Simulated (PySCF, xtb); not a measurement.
C2H3O, SMILES C[C]=O, multiplicity 2.

Harmonic wavenumbers (cm⁻¹) from xtb with GFN2-xTB at its own minimum, in rising order: 91, 434, 915, 941, 1068, 1339, 1421, 1431, 1910, 2917, 3022, 3031.

### Question
What does PySCF with PBE0-D3(BJ)/def2-TZVP give at its own minimum? (An estimate is asked for; the answer gives what the named calculation found.)

### Answer
116, 471, 883, 947, 1055, 1348, 1444, 1448, 1964, 3040, 3140, 3145. Paired by order, the mean absolute difference is 47 cm⁻¹ and the zero-point energies are 26.5 and 27.2 kcal/mol.
